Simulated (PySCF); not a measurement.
Compound: C5H10N (doublet state).
Cartesian coordinates in Å at the GFN2-xTB level; atoms count from 1:
```
atom  x, y, z in Å
C1     1.9949    0.1871   -0.3077
C2     0.6240    0.0614    0.3433
C3    -0.2479   -1.0500   -0.2541
C4    -1.6786   -0.5735    0.0170
C5    -1.5250    0.9091   -0.0114
N6    -0.1825    1.2482    0.1134
H7     2.5509    1.0114    0.1334
H8     2.5624   -0.7290   -0.1663
H9     1.8845    0.3736   -1.3727
H10    0.7557   -0.1154    1.4258
H11   -0.0751   -1.0997   -1.3294
H12   -0.0316   -2.0224    0.1829
H13   -2.0246   -0.9283    1.0014
H14   -2.3886   -0.9443   -0.7257
H15   -2.2839    1.6005    0.3047
H16    0.0577    2.0803    0.6341
```

The hyperfine couplings belong to this conformer and change with its torsions.

The species is `C[C@@H]1CC[CH]N1` [radical].

Method used: UKS B3LYP, pcH-1 on C H N, non-relativistic, mean-field spin-orbit, GIAO in PySCF 2.14.0. The structure is a single GFN2-xTB conformer in the gas phase; no vibrational or solvent corrections. A GFN2-xTB geometry isn't a minimum of the functional, and hyperfine couplings can be far from their values at a DFT geometry. Stability of the SCF solution: not tested.

(1) Give the principal g shifts and their parts.

(2) What are the electron Larmor frequencies g μB B/h along the three axes at 330 mT?

(3) What effective moment and Curie constant follow for a powder?

(4) In a frozen sample, at which fields do the three g values resonate at 9.5, 34, 94 and 263 GHz (hyperfine left aside), and which band first spreads them over more than twice a line width of 0.3 mT?

Results:

(1) 
| Δg (ppm) | 1 | 2 | 3 |
| --- | --- | --- | --- |
| relativistic mass correction | -174 | -174 | -174 |
| gauge correction | 6 | 20 | 25 |
| orbital Zeeman/spin–orbit | -34 | 689 | 1126 |
| total | -202 | 535 | 977 |

So g = 2.00212, 2.00285, 2.00330 and g_iso = 2.00276; the tensor is rhombic: the two nearest values differ by 38 % of g3 − g1. Axes: g2 points within 4° of the C5–N6 bond.

(2) 9.2473, 9.2507, 9.2527 GHz for g1, g2 and g3, a range of 5.4 MHz.

(3) With the mean of g² = 4.0110 and S(S+1) = 0.75: μ_eff = √(⟨g²⟩S(S+1)) = 1.734 μB and χT = 0.12505·⟨g²⟩·S(S+1) = 0.376 cm³ K/mol (cgs; spin-Hamiltonian part alone).

(4) 
| band | GHz | B(g3) mT | B(g2) mT | B(g1) mT | spread mT |
| --- | --- | --- | --- | --- | --- |
| X | 9.5 | 338.82 | 338.89 | 339.02 | 0.20 |
| Q | 34.0 | 1212.61 | 1212.88 | 1213.33 | 0.71 |
| W | 94.0 | 3352.52 | 3353.26 | 3354.49 | 1.97 |
| J | 263.0 | 9379.92 | 9381.99 | 9385.44 | 5.52 |

The spread grows in proportion to the frequency. Q band is the first where it exceeds 0.6 mT.

The largest Mulliken spin populations are on C5 (+0.84) and N6 (+0.17). The angles at C5 add up to 354.0°, so it is slightly pyramidal.

The HOMO–LUMO gaps are 4.52 eV among the α and 7.03 eV among the β orbitals.
